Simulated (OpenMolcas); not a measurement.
**BN (boron nitride) at 6 levels**

Aim: a comparison of 6 runs (UHF/3-21G, UB3LYP/6-31G*, UB3LYP/cc-pVTZ, UBHLYP/cc-pVTZ, UBLYP/cc-pVTZ) of BN (boron nitride). 

The results are computed with OpenMolcas 26.06.

### 1 The structure to begin with

BN: 2 atoms, total charge 0, spin state triplet. As SMILES, `B#N`. The coordinates come from a PBE0-D4/def2-TZVP relaxation.

Bond lengths: B1–N2 1.315 Å.

### 2 Energy and forces at UHF/3-21G (run 1)

Contents of run.input:

```
&GATEWAY
  BasLib=$CurrDir
  Coord
  2
  angstrom
  B        0.000000       0.000000      -0.023520
  N        0.000000       0.000000       1.291950
  Basis=3-21G
  Group=NoSym

&SEWARD

&SCF
  UHF
  Spin=3
  Thresholds=1e-10 1e-07 1e-07 1e-05
  PrOrbitals=1 1

&ALASKA
```

The basis set 3-21G is read from a file made from the Basis Set Exchange's data (not shown).

Started as:

```bash
$ export MOLCAS_MEM=1860
$ pymolcas run.input > run.log
```

The log of the run:

```text
--- Start Module: gateway ---
[...]
--- Stop Module: gateway /rc=_RC_ALL_IS_WELL_ ---
[...]
      Basis functions           18
[...]
--- Start Module: scf ---
[...]
       Convergence after  29 Iterations
[...]
::    Total SCF energy                                -78.5432788223
[...]
      Total spin, S                                     1.0244238200
[...]
      Total electronic charge=   12.000000
      Total            charge=   -0.000000
[...]
      Dipole Moment (debye):
      Origin of the operator (angstrom)=    0.0000    0.0000    0.7129
                   X= -1.0443E-15               Y= -1.8296E-16               Z= -2.3725E+00           Total=  2.3725E+00
      Quadrupole Moment (debye*angstrom):
[...]
--- Stop Module: scf /rc=_RC_ALL_IS_WELL_ ---
[...]
--- Start Module: alaska ---
[...]
 *              Molecular gradients               *
 **************************************************
  Irreducible representation: a
 ------------------------------------------------------------------------------------------
                              X                       Y                       Z
 ------------------------------------------------------------------------------------------
  B1               -2.47282004605645E-16    3.59651464121049E-16    3.56480809685156E-03
  N2                2.47282004605645E-16   -3.59651464121049E-16   -3.56480809685156E-03
 ------------------------------------------------------------------------------------------
--- Stop Module: alaska /rc=_RC_ALL_IS_WELL_ ---
[...]
```

Run time: 2.4 s. Hardware: 1 thread of Arm Neoverse V1, shared host; peak memory 0.37 GiB.

### 3 Energy and forces at UB3LYP/6-31G(d) (spherical functions) (run 2)

Contents of run.input:

```
* BN Kohn-Sham DFT
>>> EXPORT MOLCAS_PRINT=2
&GATEWAY
BasLib=$CurrDir
BasisSet
B.6-31Gs....
B1 0.000000 0.000000 -0.023520 angstrom
End of Basis
BasisSet
N.6-31Gs....
N2 0.000000 0.000000 1.291950 angstrom
End of Basis
&SEWARD
GridInput
Grid=UltraFine
End of Grid
&SCF
UHF
Spin=3
KSDFT=B3LYP
Thresholds=1e-10 1e-07 1e-07 1e-05
PrOrbitals=1 1
&ALASKA
```

The basis set 6-31G* is read from a file made from the Basis Set Exchange's data (not shown).

Started as:

```bash
$ export MOLCAS_MEM=1860
$ pymolcas run.input > run.log
```

The log of the run:

```text
--- Start Module: gateway ---
[...]
--- Stop Module: gateway /rc=_RC_ALL_IS_WELL_ ---
[...]
      Basis functions           28
[...]
--- Start Module: scf ---
[...]
       Convergence after  25 Iterations
[...]
::    Total KS-DFT energy                             -79.4119891188
[...]
      Total spin, S                                     1.0008267352
[...]
      Total electronic charge=   12.000000
      Total            charge=   -0.000000
[...]
      Dipole Moment (debye):
      Origin of the operator (angstrom)=    0.0000    0.0000    0.7129
                   X=  9.4836E-16               Y=  2.4283E-16               Z= -1.8943E+00           Total=  1.8943E+00
      Quadrupole Moment (debye*angstrom):
[...]
--- Stop Module: scf /rc=_RC_ALL_IS_WELL_ ---
[...]
--- Start Module: alaska ---
[...]
 *              Molecular gradients               *
 **************************************************
  Irreducible representation: a
 ------------------------------------------------------------------------------------------
                              X                       Y                       Z
 ------------------------------------------------------------------------------------------
  B1                5.84891452721896E-16    2.01194494634445E-16    1.09130295988855E-02
  N2               -5.91398783339178E-16   -2.02711954159451E-16   -1.09130295988820E-02
 ------------------------------------------------------------------------------------------
--- Stop Module: alaska /rc=_RC_ALL_IS_WELL_ ---
[...]
```

It took 9.3 s on 1 thread of Arm Neoverse V1, shared host; peak memory 0.37 GiB.

Runs 3 to 5 aren't shown in full; the table further down has their settings and results.

### 4 Energy and gradient at UBLYP/cc-pVTZ (run 6)

Contents of run.inp:

```
&GATEWAY
  BasLib=$CurrDir
  Coord
  2
  angstrom
  B        0.000000       0.000000      -0.023520
  N        0.000000       0.000000       1.291950
  Basis=cc-pVTZ
  Group=NoSym

&SEWARD
  GridInput
  Grid=UltraFine
  End of Grid

&SCF
  UHF
  Spin=3
  KSDFT=BLYP
  Thresholds=1e-10 1e-07 1e-07 1e-05
  PrOrbitals=1 1

&ALASKA
```

The basis set cc-pVTZ is read from a file made from the Basis Set Exchange's data (not shown).

Started as:

```bash
$ export MOLCAS_MEM=1860
$ pymolcas run.inp > run.log
```

The log of the run:

```text
--- Start Module: gateway ---
[...]
--- Stop Module: gateway /rc=_RC_ALL_IS_WELL_ ---
[...]
      Basis functions           60
[...]
--- Start Module: scf ---
[...]
       Convergence after  28 Iterations
[...]
::    Total KS-DFT energy                             -79.4259055889
[...]
      Total spin, S                                     1.0008663322
[...]
      Total electronic charge=   12.000000
      Total            charge=   -0.000000
[...]
      Dipole Moment (debye):
      Origin of the operator (angstrom)=    0.0000    0.0000    0.7129
                   X= -3.5899E-15               Y= -1.3703E-16               Z= -1.7413E+00           Total=  1.7413E+00
      Quadrupole Moment (debye*angstrom):
[...]
--- Stop Module: scf /rc=_RC_ALL_IS_WELL_ ---
[...]
--- Start Module: alaska ---
[...]
 *              Molecular gradients               *
 **************************************************
  Irreducible representation: a
 ------------------------------------------------------------------------------------------
                              X                       Y                       Z
 ------------------------------------------------------------------------------------------
  B1                1.21102498923865E-14   -5.72135098071530E-15    2.07661981339111E-02
  N2               -1.21062400384142E-14    5.74021271038475E-15   -2.07661981339164E-02
 ------------------------------------------------------------------------------------------
--- Stop Module: alaska /rc=_RC_ALL_IS_WELL_ ---
[...]
```

Run time: 19 s. Hardware: 1 thread of Arm Neoverse V1, shared host; peak memory 0.39 GiB.

### 5 All runs side by side

| run | level | integration grid | Cartesian functions | energy (Eh) | dipole moment (D) | HOMO energy (eV) | LUMO energy (eV) | wall time |
| --- | --- | --- | --- | --- | --- | --- | --- | --- |
| 1 | UHF/3-21G | – | no | -78.543279 | 2.37 | -11.62 | 0.36 | 2.4 s |
| 2 | UB3LYP/6-31G* (spherical functions) | UltraFine | no | -79.411989 | 1.89 | -8.10 | -5.29 | 9.3 s |
| 3 | UB3LYP/6-31G* (Cartesian functions) | UltraFine | yes | -79.414180 | 1.90 | -8.11 | -5.29 | 9.6 s |
| 4 | UB3LYP/cc-pVTZ | UltraFine | no | -79.442382 | 2.01 | -8.43 | -5.60 | 18 s |
| 5 | UBHLYP/cc-pVTZ | UltraFine | no | -79.397979 | 2.34 | -9.80 | -3.65 | 19 s |
| 6 | UBLYP/cc-pVTZ | UltraFine | no | -79.425906 | 1.74 | -7.27 | -6.71 | 19 s |

### 6 Summary of results

| quantity | value |
| --- | --- |
| run 6: total energy | -79.42591 Eh |
| run 6: dipole moment | 1.74 D |
| run 6: HOMO energy (highest over α and β) | -7.27 eV |
| run 6: LUMO energy (lowest over α and β) | -6.71 eV |
| run 6: ⟨S²⟩ | 2.003 |
| run 6: largest force on an atom | 1.068 eV/Å |

**Reading.** The dipole moment (its size) runs from 1.74 D (UBLYP/cc-pVTZ) to 2.37 D (UHF/3-21G). The two ends differ in method and basis. Totals of different functionals can't be ranked against each other. All runs together took 77 s, the longest 19 s.
